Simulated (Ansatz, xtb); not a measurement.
# Isomers of CH3BCl in order of energy

3 gas-phase structures of CH3BCl, found in a search over its isomers (lower ones may exist). Each was relaxed with GFN2-xTB; where two conformers were screened, the lower at r2SCAN-D4/def2-SVP is listed:

A. `B[CH]Cl`, a doublet
B. `C[B]Cl`, a doublet
C. `[CH2]BCl`, a doublet

Which do you expect lowest at r2SCAN-D4/def2-SVP, and how would the others follow?

Calculated order at r2SCAN-D4/def2-SVP: C (0.0), B (26.6), A (141.8) kJ/mol.

Energies above the lowest of each column, in kJ/mol; the last columns are at PBE0-D3(BJ)/pcseg-1 geometries and were run for some of them only (a dash: not run or not comparable):

```
structure  GFN2-xTB  HF/STO-3G  r2SCAN-D4/def2-SVP  PBE0-D3(BJ)/pcseg-1  CCSD(T)/def2-TZVP
        C       0.0        0.0                 0.0                  0.0                0.0
        B      45.2       64.8                26.6                 28.2               32.8
        A      64.1      145.4               141.8                    –                  –
```

Every level run on C puts it lowest or level with the lowest. Flexible structures stand in one conformer each, not always the lowest. Frequencies (PBE0-D3(BJ)/pcseg-1) were run for B, C alone. Open shells are spin-unrestricted.

Programs: Ansatz 0.2.0, xtb 6.7.1.
